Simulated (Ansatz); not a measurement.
**[BPH4]− (SMILES [BH2-]P) at UCCSDTQ/STO-3G**

Aim: the vertical ionisation energy of [BPH4]− at UCCSDTQ/STO-3G, from 2 runs. 

The calculation is run with Ansatz 0.2.0.

### Step 1. The molecule

[BPH4]−: 6 atoms, total charge -1, spin state doublet. As SMILES, `[BH2-]P`. The shape is that of a GFN2-xTB optimisation.

Bond lengths: B1–P2 1.844 Å, B1–H3 1.195 Å, B1–H4 1.190 Å, P2–H5 1.440 Å, P2–H6 1.441 Å. Angles: B1–P2–H5 104.9°, B1–P2–H6 105.2°, P2–B1–H3 122.3°, P2–B1–H4 117.6°, H5–P2–H6 84.4°, H3–B1–H4 120.1°.

### Step 2. A single-point energy at UCCSDTQ/STO-3G

in.yaml reads:

```yaml
crystal:
  periodic: [false, false, false]
  atoms:
    - {symbol: B, position_ang: [0.058330, -0.904490, -0.063420]}
    - {symbol: P, position_ang: [0.594500, 0.859390, -0.069700]}
    - {symbol: H, position_ang: [-1.074820, -1.226640, 0.137320]}
    - {symbol: H, position_ang: [0.887520, -1.733390, -0.266300]}
    - {symbol: H, position_ang: [-0.421990, 1.553630, -0.816460]}
    - {symbol: H, position_ang: [-0.043540, 1.451500, 1.078550]}
basis:
  gaussian:
    orbitals: STO-3G
total_charge: -1
magnetization:
  spin_polarized: true
  initial_magnetization: 1
correlation:
  method: ccsdtq
  frozen_orbitals: {B: 1, H: 0, P: 5}
accuracy: high
scf:
  omitted_lower_state_checks: [cluster_reference, increment]
```

The run is started by

```console
$ ansatz run in.yaml --threads 1 --pin off --max-ram 2610MiB --events-out events.jsonl --progress --plain --runs-dir runs
```

The program printed, shortened:

```text
Warning: RAYON_NUM_THREADS=1 ignored (pool sized by the plan → 1); use --threads N
Functional definition: HF
  name "HF"
[...]
313 factors; integrals over basis functions are off by at most 1.3e-8 eV
[...]
mean field -9888.44651064 eV, -363.3937066362 hartree, gradient 2.4e-8 eV, S^2 0.766998; 0 other end points of the search recorded, 0 dependent functions left out
6 core orbitals not correlated: weight in the atoms' cores, before any rotation towards them, 1.000 or more for the frozen orbitals, at most 0.000 for the correlated occupied ones
reference -9888.44651064 eV, -363.3937066362 hartree; 7, 6 occupied and 5, 6 virtual orbitals, 313 factors
second order -1.76910123 eV of doubles, -0.00000000 eV of singles
cycle   1  -2.28834265 eV  change   -5.2e-1 eV  update   6.1e-2
[...]
cycle  24  -2.62323234 eV  change  -2.5e-10 eV  update  8.6e-10
Total energy: -9891.06974298 eV, -363.4901086467 hartree
Checks for a lower state left out: cluster_reference, increment
```

Wall time 45 s (1 thread of Intel Xeon Platinum 8259CL at 2.50GHz (Skylake/Cascade Lake), shared host); peak memory 0.28 GiB.

### Step 3. Singlet neutral BPH4

run.yaml reads:

```yaml
crystal:
  periodic: [false, false, false]
  atoms:
    - symbol: B
      position_ang: [0.058330, -0.904490, -0.063420]
    - symbol: P
      position_ang: [0.594500, 0.859390, -0.069700]
    - symbol: H
      position_ang: [-1.074820, -1.226640, 0.137320]
    - symbol: H
      position_ang: [0.887520, -1.733390, -0.266300]
    - symbol: H
      position_ang: [-0.421990, 1.553630, -0.816460]
    - symbol: H
      position_ang: [-0.043540, 1.451500, 1.078550]
basis:
  gaussian:
    orbitals: STO-3G
total_charge: 0
correlation:
  method: ccsdtq
  frozen_orbitals: {B: 1, H: 0, P: 5}
accuracy: high
scf:
  omitted_lower_state_checks: [cluster_reference, increment]
```

The run is started by

```console
$ ansatz run run.yaml --threads 1 --pin off --max-ram 2610MiB --events-out events.jsonl --progress --plain --runs-dir runs
```

The program printed, shortened:

```text
Warning: RAYON_NUM_THREADS=1 ignored (pool sized by the plan → 1); use --threads N
[... 2 set-up lines as earlier in the session ...]
[...]
313 factors; integrals over basis functions are off by at most 1.3e-8 eV
[...]
mean field -9892.85560262 eV, -363.5557377779 hartree, gradient 3.9e-8 eV, S^2 0.000000; 0 other end points of the search recorded, 0 dependent functions left out
6 core orbitals not correlated: weight in the atoms' cores, before any rotation towards them, 1.000 or more for the frozen orbitals, at most 0.000 for the correlated occupied ones
reference -9892.85560262 eV, -363.5557377779 hartree; 6, 6 occupied and 6, 6 virtual orbitals, 313 factors
second order -1.93151209 eV of doubles, -0.00000000 eV of singles
cycle   1  -2.47950745 eV  change   -5.5e-1 eV  update   6.2e-2
[...]
cycle  23  -2.80443545 eV  change  -2.6e-11 eV  update   1.0e-9
Total energy: -9895.66003808 eV, -363.6587988800 hartree
Checks for a lower state left out: cluster_reference, increment
```

Run time: 3.6 s. Hardware: 1 thread of Intel Xeon Platinum 8259CL at 2.50GHz (Skylake/Cascade Lake), shared host; peak memory 0.1 GiB.

### Step 4. What came out

Level: UCCSDTQ/STO-3G, 6 core orbitals frozen.

| quantity | value |
| --- | --- |
| doublet [BPH4]−: total energy | -363.49011 Eh |
| doublet [BPH4]−: correlation energy (6 core orbitals frozen) | -96.4 mEh |
| doublet [BPH4]−: ⟨S²⟩ of the reference determinant | 0.767 |
| doublet [BPH4]−: T1 diagnostic | 0.009 |
| singlet neutral BPH4: total energy | -363.65880 Eh |
| singlet neutral BPH4: correlation energy (6 core orbitals frozen) | -103.1 mEh |
| singlet neutral BPH4: T1 diagnostic | 0.008 |
| vertical detachment energy (to the singlet neutral) | -4.590 eV |

What this shows: The species is unbound against losing an electron at this level, by 4.59 eV (−443 kJ/mol); missing correlation or diffuse functions can give that sign where the real anion is bound. Only the singlet of the ionised species was computed; a triplet could lie lower. In a minimal basis such a difference can be off by several eV, whatever the method.
